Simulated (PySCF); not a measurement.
Species: 2,3-dimethyl-2-butene, C₆H₁₂.
Atom-mapped SMILES: `[CH3:1][C:2]([CH3:3])=[C:4]([CH3:5])[CH3:6]` (hydrogens: H7, H8, H9 on C1; H10, H11, H12 on C3; H13, H14, H15 on C5; H16, H17, H18 on C6)

The geometry is computed with GFN2-xTB (gas phase).

Problem. Give the optimised bond lengths and angles.

Solution. 
```
                   bond  length (bohr)   order
 C1–C2 and 3 like bonds          2.843  single
                  C2=C4          2.518  double
C1–H7 and 11 like bonds          2.057  single
```

Bonds in one row agree within 0.02 bohr and their mean is given. Orders are formal, as drawn. A selection of angles:
```
     angle  degrees
  C2–C1–H7    110.5
  C2–C1–H8    111.4
  H7–C1–H8    108.5
  C1–C2–C3    113.8
  C1–C2–C4    121.1
  C3–C2–C4    125.1
 C2–C3–H11    112.7
H14–C5–H15    108.5
```

Torsions: C1–C2–C4–C5 -178° (antiperiplanar). The mirror-image conformer, all signs reversed, is as good.

The 5 C–C bonds span 1.333 Å (C2=C4, drawn double) to 1.507 Å (C4–C6, drawn single), a spread of 0.174 Å. Of the pairs four or more bonds apart, H11···H14 is among the closest relative to their van der Waals radii: 2.04 Å, 85 % of the sum of Bondi's values. The 6 heavy atoms lie in one plane (0.020 Å rms).

Point group: near C2, missed by 0.13 Å at most; the miss may be what the optimiser left on a soft mode. No frequency check.
